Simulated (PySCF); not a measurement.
Molecule: `C(=C)CC(=C)F`, C5H7F.

Atom-mapped SMILES (the numbers label the heavy atoms): `[CH2:1]=[CH:2][CH2:3][C:4](=[CH2:5])[F:6]`. Hydrogens are named by the atom that carries them. Ha(C1), Ha(C5) are cis to C3; Hb(C1), Hb(C5) are trans to C3.

Spin–spin couplings on one PBE0-D3(BJ)/def2-SVP geometry, PySCF, gas phase, non-relativistic, equivalent pairs averaged (spin–dipole term only in couplings to heteroatoms); isotopes 13C, 19F, 1H; functional B3LYP.

Q: How do the couplings (Hz) change with the basis set? Times are CPU seconds on shared hosts with different chips, so compare them loosely. Far from the basis limit: 6-31G*, pcJ-0, def2-TZVP, cc-pVTZ.

A: 
```tsv
basis set	functions	1J(C4,F6)	1J(C5,Ha(C5))	1J(C5,Hb(C5))	1J(C1,Hb(C1))	1J(C1,Ha(C1))	1J(C2,H(C2))	1J(C3,H(C3))	core-s
6-31G*	98	-230.2	173.3	172.2	168.3	165.9	162.0	150.0	12
pcJ-0	99	-404.1	156.2	149.9	148.4	145.0	144.0	116.2	11
def2-TZVP	228	-361.0	166.1	161.0	160.6	156.6	155.3	125.6	38
cc-pVTZ	278	-325.4	158.5	153.4	153.4	149.4	146.5	115.0	52
```

The Fermi-contact term samples the wavefunction at the nucleus, which is why sets with added tight s functions (names with J) are made for couplings.
